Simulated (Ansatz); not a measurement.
Mulliken charges of `[OH][Na]` from ωB97M-V/def2-TZVPP in Ansatz (PBE0-D4/def2-TZVP geometry).

| atom | x (Å) | y (Å) | z (Å) | charge (e) |
| --- | --- | --- | --- | --- |
| O1 | -0.290 | -0.014 | -0.160 | -0.844 |
| Na2 | 1.404 | -0.057 | 0.762 | 0.705 |
| H3 | -1.125 | 0.006 | -0.615 | 0.139 |

Q: By hand: the dipole of these point charges (1 e Å = 4.8032 D).

A: Σ q r = (1.078, -0.028, 0.587) e Å, of length 1.228 e Å = 5.90 D.

Q: How does the dipole of the full density compare? (Best estimate.)

A: Computed: (1.141, -0.029, 0.621) e Å, 6.24 D; the point charges give 0.95 times that, at 0° from its direction.

Point charges leave out the atoms' own dipoles, such as those of lone pairs, and Mulliken's split depends on the basis, so the close match here is no proof of good charges.
